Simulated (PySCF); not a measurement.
# C₅H₇F: geometry, spin-spin couplings

Wanted: the spin-spin couplings of C₅H₇F (`F[C@H]1C=CCC1`), by calculation.

The runs use PySCF 2.14.0, with density-fitted response routines of our own; the level of theory stands in each step. All values are computed, except where a source is named. Atoms are numbered from 0 throughout.

### Step 1. The molecule as given

13 atoms, charge 0, multiplicity 1; geometry from: GFN2-xTB. The atoms were then displaced at random by about 0.01 Å, so the start is not that level's minimum.

Bonds of the start (Å): F0–C1 1.41, C1–C2 1.50, C2–C3 1.28, C3–C4 1.53, C4–C5 1.53, C5–C1 1.54, C1–H6 1.10, C2–H7 1.11, C3–H8 1.07, C4–H9 1.08, C4–H10 1.11, C5–H11 1.09, C5–H12 1.10.

### Step 2. Geometry optimisation at PBE0-D3(BJ)/def2-SVP

What the job is given:

```
{"job": {"xc": "PBE0", "basis": "def2-SVP", "d3": "d3bj", "grid": 1, "shake": 0.01, "kind": "geom"}, "charge": 0, "multiplicity": 1}
F      1.416570    -1.839640    -0.570490
C      0.758870    -0.916610     0.264100
C      1.242330     0.483970     0.037450
C      0.299840     1.334180    -0.155450
C     -1.076770     0.659890    -0.107040
C     -0.741970    -0.828970    -0.046660
H      0.991740    -1.272750     1.281910
H      2.329820     0.712780     0.052140
H      0.358610     2.396630    -0.297570
H     -1.692640     0.924300    -0.948500
H     -1.621740     0.981440     0.808380
H     -1.328340    -1.367030     0.699090
H     -0.930490    -1.285070    -1.027680
```

Launch:

```bash
> OMP_NUM_THREADS=1 python probes_run.py task.json out
```

The driver reads the jobs from task.json and runs them one after another.

Log:

```text
step   0  E = -294.02028098  max force = 0.072937
step   1  E = -294.02471248  max force = 0.019616
step   2  E = -294.02615342  max force = 0.008399
step   3  E = -294.02642007  max force = 0.008162
step   4  E = -294.02669977  max force = 0.000551
step   5  E = -294.02670678  max force = 0.000234
optimisation converged
```

Run time: 30 s. Hardware: 1 thread of Arm Neoverse V2, shared host; peak memory 0.51 GiB.

Along the way:

| step | energy from step 0 (eV) | largest force component (eV/Å) |
| --- | --- | --- |
| 0 | 0.0000 | 3.7506 |
| 1 | -0.1206 | 1.0087 |
| 2 | -0.1598 | 0.4319 |
| 3 | -0.1671 | 0.4197 |
| 4 | -0.1747 | 0.0283 |
| 5 | -0.1749 | 0.0120 |

Distances of close pairs at the start and the end, largest changes first:

| bond | before (Å) | after (Å) | change (Å) |
| --- | --- | --- | --- |
| C2–C3 | 1.284 | 1.336 | +0.052 |
| C3–C4 | 1.534 | 1.503 | -0.031 |
| C4–H9 | 1.076 | 1.102 | +0.027 |
| F0–C1 | 1.408 | 1.381 | -0.027 |
| C3–H8 | 1.074 | 1.093 | +0.020 |
| C2–H7 | 1.111 | 1.092 | -0.019 |
| C4–C5 | 1.527 | 1.537 | +0.010 |
| C5–H11 | 1.091 | 1.099 | +0.008 |

The final coordinates are the input of the step that follows.

```
                         at the end point                value
  point group (found at 0.08 Å tolerance)                   C1
rotational constants (GHz, main isotopes)  6.981, 3.258, 2.417
                        dipole moment (D)                 2.01
```

### Step 3. Spin-spin couplings: B3LYP/cc-pVTZ

What the job is given:

```
{"job": {"kind": "j", "xc": "B3LYP", "basis": "cc-pVTZ"}, "charge": 0, "multiplicity": 1}
F      0.924373    -2.183676    -0.315221
C      0.681361    -0.969529     0.296185
C      1.251332     0.183299    -0.475675
C      0.366420     1.177495    -0.587267
C     -0.943661     0.844805     0.069014
C     -0.817495    -0.661014     0.349526
H      1.137885    -1.034809     1.302605
H      2.281685     0.190648    -0.837801
H      0.564220     2.140956    -1.064435
H     -1.812484     1.097180    -0.560757
H     -1.064816     1.425492     1.001460
H     -1.294740    -0.979701     1.286535
H     -1.273566    -1.236499    -0.471118
```

Method: B3LYP/cc-pVTZ indirect spin-spin coupling, non-relativistic, gas phase.

Log:

```text
coarse grid: 10856 points
cycle   1  E = -294.6111143498  dE =  6.826e-01  |g| = 5.856e-01  |ddm| = 7.562e+00
cycle   2  E = -294.5640243178  dE =  4.709e-02  |g| = 8.226e-01  |ddm| = 2.455e+00
cycle   3  E = -294.6761892413  dE = -1.122e-01  |g| = 7.473e-02  |ddm| = 1.463e+00
cycle   4  E = -294.6768477704  dE = -6.585e-04  |g| = 4.262e-02  |ddm| = 1.653e-01
cycle   5  E = -294.6772234122  dE = -3.756e-04  |g| = 6.612e-03  |ddm| = 6.612e-02
cycle   6  E = -294.6772301083  dE = -6.696e-06  |g| = 3.299e-03  |ddm| = 1.271e-02
cycle   7  E = -294.6772327828  dE = -2.674e-06  |g| = 5.967e-04  |ddm| = 5.353e-03
final grid: 105248 points
cycle   8  E = -294.6748275019  dE = -7.953e-05  |g| = 7.896e-03  |ddm| = 1.165e-01
cycle   9  E = -294.6748116976  dE =  1.580e-05  |g| = 1.227e-02  |ddm| = 2.849e-02
cycle  10  E = -294.6748394028  dE = -2.771e-05  |g| = 8.606e-04  |ddm| = 1.709e-02
cycle  11  E = -294.6748395033  dE = -1.004e-07  |g| = 4.203e-04  |ddm| = 2.298e-03
cycle  12  E = -294.6748395404  dE = -3.714e-08  |g| = 1.235e-04  |ddm| = 7.869e-04
cycle  13  E = -294.6748395434  dE = -2.990e-09  |g| = 5.256e-05  |ddm| = 2.270e-04
cycle  14  E = -294.6748395440  dE = -6.542e-10  |g| = 4.520e-06  |ddm| = 7.227e-05
converged SCF energy = -294.6748395440

Indirect spin-spin couplings (Hz)
  i      j    bonds     total        FC       PSO       DSO        SD
  0 F    1 C    1   -231.735  -276.423    24.031     0.875    19.782
  0 F    2 C    2     16.729    19.030    -3.088    -0.006     0.793
  0 F    3 C    3      4.183     5.094     0.061    -0.309    -0.663
  0 F    4 C    3      1.559     3.040    -1.213    -0.290     0.022
  0 F    5 C    2     11.790    12.532    -1.669    -0.024     0.952
  0 F    6 H    2     52.225    48.731     8.101    -0.911    -3.697
  0 F    7 H    3      2.136     1.578     0.761    -0.368     0.165
  0 F    8 H    4     -2.226    -2.392     1.079    -1.443     0.530
  0 F    9 H    4      1.521     2.081     0.748    -1.150    -0.159
  0 F   10 H    4     13.206    14.244     0.500    -1.456    -0.083
  0 F   11 H    3      0.609     0.545     1.148    -0.958    -0.126
  0 F   12 H    3     31.029    31.635    -0.280     0.628    -0.955
  1 C    2 C    1     40.430    41.786    -1.646     0.289         -
  1 C    3 C    2      6.656     6.838    -0.210     0.029         -
  1 C    4 C    2      5.119     5.279    -0.209     0.049         -
  1 C    5 C    1     30.419    31.131    -0.994     0.282         -
  1 C    6 H    1    136.585   135.546    -0.206     1.245         -
  1 C    7 H    2      3.913     4.121    -0.036    -0.172         -
  1 C    8 H    3     10.919    11.044     0.320    -0.445         -
  1 C    9 H    3      4.540     4.625     0.259    -0.345         -
  1 C   10 H    3     -0.771    -0.757     0.090    -0.103         -
  1 C   11 H    2     -1.333    -1.130    -0.192    -0.011         -
  1 C   12 H    2     -6.715    -6.721    -0.094     0.101         -
  2 C    3 C    1     87.151    96.322    -9.374     0.203         -
  2 C    4 C    2      2.421     2.709    -0.284    -0.004         -
  2 C    5 C    2      5.516     5.661    -0.175     0.030         -
  2 C    6 H    2     -1.136    -1.038    -0.062    -0.035         -
  2 C    7 H    1    160.304   159.058     0.369     0.876         -
  2 C    8 H    2      3.769     5.367    -1.132    -0.466         -
  2 C    9 H    3      4.662     4.881     0.217    -0.435         -
  2 C   10 H    3      3.129     3.367     0.069    -0.306         -
  2 C   11 H    3      6.042     6.248     0.232    -0.438         -
  2 C   12 H    3     -0.286    -0.168     0.032    -0.149         -
  3 C    4 C    1     30.070    31.270    -1.420     0.219         -
  3 C    5 C    2      2.019     2.129    -0.137     0.028         -
  3 C    6 H    3      3.233     3.472     0.049    -0.289         -
  3 C    7 H    2      4.233     5.812    -1.090    -0.489         -
  3 C    8 H    1    156.606   155.476     0.342     0.788         -
  3 C    9 H    2     -4.000    -3.844    -0.011    -0.145         -
  3 C   10 H    2     -5.140    -5.156     0.119    -0.103         -
  3 C   11 H    3      5.379     5.582     0.233    -0.436         -
  3 C   12 H    3      0.425     0.531     0.052    -0.158         -
  4 C    5 C    1     26.629    26.567    -0.162     0.224         -
  4 C    6 H    3     -0.503    -0.437     0.120    -0.186         -
  4 C    7 H    3     10.335    10.483     0.370    -0.518         -
  4 C    8 H    2      6.075     6.292     0.101    -0.318         -
  4 C    9 H    1    120.784   118.851     1.116     0.817         -
  4 C   10 H    1    116.905   114.888     1.177     0.841         -
  4 C   11 H    2     -0.429    -0.406     0.134    -0.158         -
  4 C   12 H    2     -3.847    -3.849     0.077    -0.075         -
  5 C    6 H    2      1.771     1.942    -0.094    -0.076         -
  5 C    7 H    3      5.244     5.362     0.367    -0.485         -
  5 C    8 H    3      5.383     5.477     0.377    -0.471         -
  5 C    9 H    2     -2.503    -2.499     0.134    -0.138         -
  5 C   10 H    2     -0.866    -0.833     0.078    -0.110         -
  5 C   11 H    1    123.720   121.791     1.049     0.880         -
  5 C   12 H    1    114.194   112.284     0.949     0.960         -
  6 H    7 H    3      1.917     2.006     0.806    -0.895         -
  6 H    8 H    4     -2.217    -1.896     1.386    -1.707         -
  6 H    9 H    4      2.851     3.143     1.614    -1.906         -
  6 H   10 H    4      3.422     3.458     0.156    -0.192         -
  6 H   11 H    3      6.951     6.861    -0.249     0.340         -
  6 H   12 H    3      6.361     6.787     2.018    -2.444         -
  7 H    8 H    3      5.060     5.383     0.573    -0.896         -
  7 H    9 H    4     -2.280    -1.948     1.557    -1.890         -
  7 H   10 H    4     -3.214    -2.888     1.431    -1.757         -
  7 H   12 H    4     -0.155     0.119     1.356    -1.630         -
  8 H    9 H    3      2.978     3.038     0.650    -0.710         -
  8 H   10 H    3      2.186     2.305     0.964    -1.083         -
  8 H   12 H    4     -0.382    -0.115     1.280    -1.546         -
  9 H   10 H    2    -15.902   -15.936     2.081    -2.047         -
  9 H   11 H    3      0.437     0.652     1.217    -1.432         -
  9 H   12 H    3      8.888     8.775    -0.234     0.347         -
 10 H   11 H    3      7.136     7.053    -0.080     0.163         -
 10 H   12 H    3      7.998     8.390     2.016    -2.408         -
 11 H   12 H    2    -11.826   -11.862     1.974    -1.938         -
```

Run time: 50 s. Hardware: 1 thread of Arm Neoverse V2, shared host; peak memory 0.94 GiB.

This basis has no tight s functions, so the Fermi-contact terms are rough.

Couplings of 1 Hz or more, nine at most for each number of bonds (isotopes 13C, 19F, 1H):

| pair | bonds | J (Hz) | Fermi contact (Hz) | dihedral (°) |
| --- | --- | --- | --- | --- |
| F0–C1 | 1 | -231.7 | -276.4 | – |
| C2–H7 | 1 | 160.3 | 159.1 | – |
| C3–H8 | 1 | 156.6 | 155.5 | – |
| C1–H6 | 1 | 136.6 | 135.5 | – |
| C5–H11 | 1 | 123.7 | 121.8 | – |
| C4–H9 | 1 | 120.8 | 118.9 | – |
| C4–H10 | 1 | 116.9 | 114.9 | – |
| C5–H12 | 1 | 114.2 | 112.3 | – |
| C2–C3 | 1 | 87.2 | 96.3 | – |
| F0–H6 | 2 | 52.2 | 48.7 | – |
| F0–C2 | 2 | 16.7 | 19.0 | – |
| H9–H10 | 2 | -15.9 | -15.9 | – |
| H11–H12 | 2 | -11.8 | -11.9 | – |
| F0–C5 | 2 | 11.8 | 12.5 | – |
| C1–H12 | 2 | -6.7 | -6.7 | – |
| C1–C3 | 2 | 6.7 | 6.8 | – |
| C4–H8 | 2 | 6.1 | 6.3 | – |
| C2–C5 | 2 | 5.5 | 5.7 | – |
| F0–H12 | 3 | 31.0 | 31.6 | -24 |
| C1–H8 | 3 | 10.9 | 11.0 | 177 |
| C4–H7 | 3 | 10.3 | 10.5 | -178 |
| H9–H12 | 3 | 8.9 | 8.8 | 27 |
| H10–H12 | 3 | 8.0 | 8.4 | 147 |
| H10–H11 | 3 | 7.1 | 7.1 | 26 |
| H6–H11 | 3 | 7.0 | 6.9 | -25 |
| H6–H12 | 3 | 6.4 | 6.8 | -143 |
| C2–H11 | 3 | 6.0 | 6.2 | -145 |
| F0–H10 | 4 | 13.2 | 14.2 | – |
| H6–H10 | 4 | 3.4 | 3.5 | – |
| H7–H10 | 4 | -3.2 | -2.9 | – |
| H6–H9 | 4 | 2.9 | 3.1 | – |
| H7–H9 | 4 | -2.3 | -1.9 | – |
| F0–H8 | 4 | -2.2 | -2.4 | – |
| H6–H8 | 4 | -2.2 | -1.9 | – |
| F0–H9 | 4 | 1.5 | 2.1 | – |

The spin-dipole term was solved for some atoms only; pairs without it lack that part.

### Step 4. J couplings: B3LYP/6-31G*

Same as in step 3 but for these lines:

```diff
@@ -1,2 +1,2 @@
-{"job": {"kind": "j", "xc": "B3LYP", "basis": "cc-pVTZ"}, "charge": 0, "multiplicity": 1}
+{"job": {"kind": "j", "xc": "B3LYP", "basis": "6-31G*"}, "charge": 0, "multiplicity": 1}
 F      0.924373    -2.183676    -0.315221
```

Level: B3LYP/6-31G* indirect spin-spin coupling, non-relativistic, gas phase.

Log:

```text
coarse grid: 10856 points
cycle   1  E = -294.5195891295  dE =  7.038e-01  |g| = 5.871e-01  |ddm| = 3.287e+00
cycle   2  E = -294.4831634813  dE =  3.643e-02  |g| = 7.725e-01  |ddm| = 1.248e+00
cycle   3  E = -294.5885497785  dE = -1.054e-01  |g| = 7.065e-02  |ddm| = 7.253e-01
cycle   4  E = -294.5894239005  dE = -8.741e-04  |g| = 3.170e-02  |ddm| = 9.441e-02
cycle   5  E = -294.5896471729  dE = -2.233e-04  |g| = 6.312e-03  |ddm| = 3.416e-02
cycle   6  E = -294.5896527888  dE = -5.616e-06  |g| = 4.093e-03  |ddm| = 8.772e-03
cycle   7  E = -294.5896571269  dE = -4.338e-06  |g| = 5.072e-04  |ddm| = 3.988e-03
final grid: 105248 points
cycle   8  E = -294.5539733267  dE = -1.896e-05  |g| = 7.182e-03  |ddm| = 2.005e-02
cycle   9  E = -294.5539613924  dE =  1.193e-05  |g| = 1.075e-02  |ddm| = 1.643e-02
cycle  10  E = -294.5539846695  dE = -2.328e-05  |g| = 6.831e-04  |ddm| = 9.797e-03
cycle  11  E = -294.5539847667  dE = -9.720e-08  |g| = 1.937e-04  |ddm| = 8.339e-04
cycle  12  E = -294.5539847736  dE = -6.846e-09  |g| = 8.321e-05  |ddm| = 2.275e-04
cycle  13  E = -294.5539847751  dE = -1.595e-09  |g| = 2.653e-05  |ddm| = 9.239e-05
cycle  14  E = -294.5539847753  dE = -1.726e-10  |g| = 3.674e-06  |ddm| = 2.667e-05
converged SCF energy = -294.5539847753

Indirect spin-spin couplings (Hz)
  i      j    bonds     total        FC       PSO       DSO        SD
  0 F    1 C    1   -202.450  -243.110    23.436     0.973    16.250
  0 F    2 C    2     16.986    18.781    -2.577     0.015     0.766
  0 F    3 C    3     12.762    13.659     0.005    -0.300    -0.602
  0 F    4 C    3      3.766     5.046    -1.032    -0.280     0.033
  0 F    5 C    2     23.182    23.284    -1.022    -0.006     0.925
  0 F    6 H    2     56.279    53.570     6.722    -0.744    -3.270
  0 F    7 H    3      2.604     2.134     0.633    -0.313     0.150
  0 F    8 H    4     -3.078    -2.899     0.731    -1.410     0.501
  0 F    9 H    4      1.107     1.815     0.574    -1.120    -0.162
  0 F   10 H    4     11.551    12.773     0.284    -1.419    -0.088
  0 F   11 H    3      0.185     0.323     0.906    -0.901    -0.144
  0 F   12 H    3     23.779    24.019    -0.229     0.675    -0.686
  1 C    2 C    1     64.547    65.616    -1.360     0.291         -
  1 C    3 C    2      6.145     6.278    -0.162     0.028         -
  1 C    4 C    2      4.324     4.408    -0.133     0.049         -
  1 C    5 C    1     54.856    55.330    -0.757     0.282         -
  1 C    6 H    1    165.659   164.782    -0.430     1.307         -
  1 C    7 H    2      3.792     4.010    -0.058    -0.160         -
  1 C    8 H    3      9.261     9.464     0.237    -0.440         -
  1 C    9 H    3      4.014     4.144     0.210    -0.340         -
  1 C   10 H    3     -0.850    -0.844     0.094    -0.100         -
  1 C   11 H    2     -1.281    -1.110    -0.168    -0.002         -
  1 C   12 H    2     -5.712    -5.750    -0.074     0.112         -
  2 C    3 C    1     91.100    99.290    -8.392     0.203         -
  2 C    4 C    2      1.179     1.394    -0.211    -0.004         -
  2 C    5 C    2      4.426     4.501    -0.105     0.030         -
  2 C    6 H    2     -3.688    -3.614    -0.052    -0.022         -
  2 C    7 H    1    169.329   168.458    -0.098     0.969         -
  2 C    8 H    2     -0.697     0.925    -1.167    -0.456         -
  2 C    9 H    3      7.696     7.974     0.154    -0.431         -
  2 C   10 H    3      8.987     9.251     0.039    -0.302         -
  2 C   11 H    3      5.757     6.013     0.177    -0.433         -
  2 C   12 H    3     -0.258    -0.150     0.037    -0.145         -
  3 C    4 C    1     53.412    54.329    -1.139     0.222         -
  3 C    5 C    2      0.941     0.988    -0.075     0.028         -
  3 C    6 H    3      7.294     7.543     0.036    -0.285         -
  3 C    7 H    2     -0.054     1.546    -1.121    -0.479         -
  3 C    8 H    1    164.880   164.100    -0.101     0.881         -
  3 C    9 H    2     -6.555    -6.373    -0.050    -0.131         -
  3 C   10 H    2     -8.962    -8.946     0.074    -0.091         -
  3 C   11 H    3      5.208     5.465     0.175    -0.431         -
  3 C   12 H    3      0.713     0.814     0.052    -0.154         -
  4 C    5 C    1     47.911    47.772    -0.086     0.225         -
  4 C    6 H    3     -0.529    -0.454     0.105    -0.180         -
  4 C    7 H    3      9.369     9.606     0.274    -0.511         -
  4 C    8 H    2      5.792     6.024     0.075    -0.308         -
  4 C    9 H    1    149.274   147.644     0.749     0.882         -
  4 C   10 H    1    148.145   146.445     0.797     0.903         -
  4 C   11 H    2     -0.820    -0.800     0.128    -0.148         -
  4 C   12 H    2     -3.777    -3.801     0.088    -0.064         -
  5 C    6 H    2      2.308     2.424    -0.050    -0.066         -
  5 C    7 H    3      4.913     5.096     0.296    -0.479         -
  5 C    8 H    3      5.091     5.252     0.305    -0.465         -
  5 C    9 H    2     -2.721    -2.712     0.120    -0.128         -
  5 C   10 H    2     -1.356    -1.335     0.079    -0.100         -
  5 C   11 H    1    149.346   147.720     0.678     0.947         -
  5 C   12 H    1    150.753   149.149     0.581     1.022         -
  6 H    7 H    3      1.774     2.206     0.416    -0.848         -
  6 H    8 H    4     -2.969    -2.239     0.950    -1.681         -
  6 H    9 H    4      2.653     3.363     1.169    -1.879         -
  6 H   10 H    4      3.241     3.391     0.022    -0.172         -
  6 H   11 H    3      7.159     7.180    -0.400     0.379         -
  6 H   12 H    3      5.850     6.875     1.373    -2.398         -
  7 H    8 H    3      5.863     6.571     0.143    -0.851         -
  7 H    9 H    4     -2.947    -2.159     1.077    -1.865         -
  7 H   10 H    4     -4.160    -3.400     0.972    -1.732         -
  7 H   11 H    4     -0.438     0.352     1.205    -1.996         -
  7 H   12 H    4     -0.606     0.058     0.941    -1.605         -
  8 H    9 H    3      2.919     3.287     0.300    -0.668         -
  8 H   10 H    3      2.124     2.641     0.523    -1.039         -
  8 H   11 H    4     -0.362     0.393     1.175    -1.930         -
  8 H   12 H    4     -0.814    -0.180     0.887    -1.521         -
  9 H   10 H    2    -19.425   -18.687     1.182    -1.919         -
  9 H   11 H    3      0.022     0.688     0.725    -1.391         -
  9 H   12 H    3      9.204     9.236    -0.416     0.384         -
 10 H   11 H    3      7.411     7.492    -0.281     0.200         -
 10 H   12 H    3      7.704     8.692     1.375    -2.362         -
 11 H   12 H    2    -15.507   -14.735     1.040    -1.811         -
```

Wall time 10 s (1 thread of Arm Neoverse V2, shared host); peak memory 0.58 GiB.

This basis has no tight s functions, so the Fermi-contact terms are rough.

In short: J(F0,C1) -202.4 Hz, J(C2,H7) 169.3 Hz, J(C1,H6) 165.7 Hz.

### Step 5. Run by run: spin-spin couplings

Couplings (Hz), with basis size and wall time:

| run | F0–C1 | C2–H7 | C3–H8 | C1–H6 | C5–H11 | C4–H9 | C4–H10 | functions | time |
| --- | --- | --- | --- | --- | --- | --- | --- | --- | --- |
| B3LYP/cc-pVTZ | -231.7 | 160.3 | 156.6 | 136.6 | 123.7 | 120.8 | 116.9 | 278 | 50 s |
| B3LYP/6-31G* | -202.4 | 169.3 | 164.9 | 165.7 | 149.3 | 149.3 | 148.1 | 98 | 10 s |

### Step 6. Results

```
                                     quantity                     value
                                  point group                        C1
         rotational constants (main isotopes)      6.98, 3.26, 2.42 GHz
largest coupling of the table (B3LYP/cc-pVTZ)  1J(F,C) F0–C1, -231.7 Hz
      range of J(F0,C1), mean over like pairs       -231.7 to -202.4 Hz
```

Over 5 steps the energy fell by 0.175 eV; of the close pairs, C2–C3 changed most, 1.284 to 1.336 Å. Of the pairs tabulated at B3LYP/cc-pVTZ, F0–C1 couples most strongly (-231.7 Hz; Fermi contact -276.4 Hz). Couplings across rotatable bonds belong to this one conformer; where others are populated, the observed values are averages. The coupling F0–C1, as a mean over pairs of its kind, runs from -231.7 Hz (B3LYP/cc-pVTZ) to -202.4 Hz (B3LYP/6-31G*). Couplings from bases without tight functions are rough.
